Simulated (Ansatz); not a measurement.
A calculation on fcc Al returned lattice constant a 3.976 Å, bulk modulus 96.1 GPa, cohesive energy 3.71 eV/atom.

For reference: lattice constant a 4.018 Å (measured, static lattice: zero-point anharmonic expansion removed; as tabulated in Mejia-Rodriguez and Trickey (2018), arXiv:1807.09216); bulk modulus 80.8 GPa (measured, corrected for temperature and zero-point phonon effects, our sources range from 77.1 to 82.0; as tabulated in Levämäki et al. (2014), arXiv:1402.3671); cohesive energy 3.43 eV/atom (measured, static lattice: zero-point vibration energy added; as tabulated in Mejia-Rodriguez and Trickey (2018), arXiv:1807.09216).

Question: Which level of theory produced these numbers?
(A) r²SCAN-D4 (Ansatz, a first-principles code)
(B) revPBE (Ansatz)
(C) RPBE (Ansatz)
(D) PBE0 (Ansatz)

Answer: A, r²SCAN-D4 (Ansatz)

The others give: revPBE 4.059 Å, 75.3 GPa, 3.19 eV/atom; RPBE 4.065 Å, 74.8 GPa, 3.16 eV/atom; PBE0 4.013 Å, 83.2 GPa, 3.40 eV/atom.

Unless a cell is named, each level is at its own relaxed cell (PBE0 16.15, r²SCAN-D4 15.71, revPBE 16.72, RPBE 16.79 Å³/atom).

Ansatz's density-functional and Hartree–Fock values are scalar-relativistic unless marked +SOC, with PAW data made under PBE.
